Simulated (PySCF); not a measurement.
# Solver options tried on AlF

Do solver options change the result for AlF, or only the number of cycles?

Program: PySCF 2.14.0. Level of theory: method and basis as typed in the scripts. These are calculated values, not measurements.

1 further run of the same task is left out (it didn't finish).

**1. The starting structure**

AlF: 2 atoms, charge 0, spin multiplicity 1.

Bond lengths: Al1–F2 1.629 Å.

**2. The base run**

input.py reads:

```python
from pyscf import gto, scf, cc

mol = gto.M(
    atom='Al 0 0 0; F 0 0 1.629',
    basis='cc-pcvdz',
    charge=0,
    spin=0,
    verbose=3,
)
mf = scf.RHF(mol)
mf.kernel()
mycc = cc.CCSD(mf)
mycc.kernel()
mf.dip_moment()
print('orbital energies (hartree):', mf.mo_energy[..., max(0, mol.nelec[1]-3):mol.nelec[0]+3].round(4))
```

The run is started by

```
$ OMP_NUM_THREADS=1 python input.py
```

The log of this run is left out.

It gives: E(SCF) = -341.422057 Eh, E(CCSD) − E(SCF) = -0.49054 Eh, μ = 1.33 D (of the SCF density).

The bond length is a typed value, not an optimised one.

**3. Initial guess core**

Variant 1 changes initial guess: minao → core.

input.py reads:

```python
from pyscf import gto, scf, cc

mol = gto.M(
    atom='Al 0 0 0; F 0 0 1.629',
    basis='cc-pcvdz',
    charge=0,
    spin=0,
    verbose=3,
)
mf = scf.RHF(mol)
mf.init_guess = 'core'
mf.kernel()
mycc = cc.CCSD(mf)
mycc.kernel()
mf.dip_moment()
print('orbital energies (hartree):', mf.mo_energy[..., max(0, mol.nelec[1]-3):mol.nelec[0]+3].round(4))
```

The run is started by

```
$ OMP_NUM_THREADS=1 python input.py
```

**4. Point-group symmetry on**

Variant 2 changes point-group symmetry: off → on.

Changes to input.py since step 2:

```diff
@@ -7,2 +7,3 @@
     spin=0,
+    symmetry=True,
     verbose=3,
```

**5. Initial guess sap**

Variant 3 changes initial guess: minao → sap.

Changes to input.py since step 2:

```diff
@@ -10,2 +10,3 @@
 mf = scf.RHF(mol)
+mf.init_guess = 'sap'
 mf.kernel()
```

Before running it: what results should come out? Wanted: for each run, E(SCF); from base; gap; SCF dipole; after the SCF.

**Answer**, as computed:

| run | E(SCF) (hartree) | from base (eV) | gap (eV) | SCF dipole (D) | after the SCF |
| --- | --- | --- | --- | --- | --- |
| base | -341.422057 | 0 | 10.51 | 1.33 | CCSD correlation -13.348 eV |
| initial guess core | -341.422057 | 0.0000 | 10.51 | 1.33 | CCSD correlation -13.348 eV |
| point-group symmetry on | -341.422057 | 0.0000 | 10.51 | 1.33 | CCSD correlation -13.348 eV |
| initial guess sap | -341.422057 | 0.0000 | 10.51 | 1.33 | CCSD correlation -13.348 eV |

**Reading.** With initial guess core or point-group symmetry on or initial guess sap the SCF ends at the base energy. PySCF falls back to minao for a guess that it doesn't know or can't read, so that run repeats the base.
